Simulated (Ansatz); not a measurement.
A calculation with Ansatz (development build ahead of 0.2.0).

```yaml
crystal:
  periodic: [false, false, false]
  atoms:
    - { symbol: F, position_ang: [0.04415, 0.06816, 0.02809] }
    - { symbol: H, position_ang: [3.09172, -0.36552, 0.60065] }
    - { symbol: F, position_ang: [2.79793, 0.26715, 0.04004] }
basis:
  gaussian: { orbitals: def2-SVP }
magnetization:
  spin_polarized: true
  initial_magnetization: 1
hamiltonian:
  xc: hf
output:
  forces: true
```

The input is written out in the form of the current development build from the run's settings.

Output:

| Item | Value |
| --- | --- |
| Converged | yes |
| Total energy | -199.21819 hartree |
| Spin squared of the determinant | 0.752 |
| Stability test | minimum |

Forces (eV/Å):
```csv
atom,Fx,Fy,Fz
F1,0.020,0.000,0.001
H2,0.139,-0.313,0.277
F3,-0.159,0.313,-0.278
```
